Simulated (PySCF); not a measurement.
Computed with ωB97X-D3(BJ)/def2-TZVP // B3LYP-D3(BJ)/def2-TZVP in PySCF 2.14.0. Gas-phase values, no solvent. 

Reference species (SMILES): `[CH3]` (neutral, multiplicity 2).

```
Quantity       Result
-------------  ------
dipole moment  0.00 D
```

Changed species: `[I][Al][I]` (radical fragment; the reference has radical fragment).

**Question.** What does the change do to the dipole moment?

**Answer.** the dipole moment goes up by 1.22 D, to 1.22 D.
